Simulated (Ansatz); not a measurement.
One starting cell of ZrC (a generated trial cell of ZrC in the AFLOW prototype AB_oP8_62_c_c (B16, as in GeS)) was relaxed twice with Ansatz (plane waves, PAW, scalar-relativistic): with PBEsol at 420 eV and with PBE at 420 eV. The PBEsol result:

ZrC is taken in the cubic space group Fm-3m (No. 225), the rock salt structure, Pearson symbol cF8. Lattice parameters: a = b = c = 4.6690 Å, α = β = γ = 90.00°. C on 4b sees 6 Zr at 2.334 Å (octahedral). Zr on 4a has 6 C at 2.334 Å (octahedral). (Neighbours: up to the widest gap in distance over summed covalent radii, below 1.35, at either atom; cation-cation and far metal-metal contacts left out.)
(The calculation used a cell of 2 atoms; values per cell refer to that cell.)

```csv
quantity,PBEsol,PBE
space group,Fm-3m,Fm-3m
volume (Å³/atom),12.72,___
a (Å),4.669,___
"gap (eV, no spin-orbit coupling)",0.00,___
```

### Question
What does PBE give for the same quantities?

### Answer

- volume (Å³/atom), PBE: 13.05
- a (Å), PBE: 4.709
- gap (eV, no spin-orbit coupling), PBE: 0.00

Both levels end in the same structure; PBE's volume is 2.6 % larger. Neither column is exact.

No spin polarisation in the result.

Measured for ZrC: a 4.696 Å (as listed in Guo-Xu Zhang et al., New Journal of Physics (2018)). Computed minus measured — a: PBEsol -0.6 %, PBE +0.3 %. The computed values are for a static lattice.

The run could not lose the symmetry of its start.

Ansatz is a program for electronic structure.
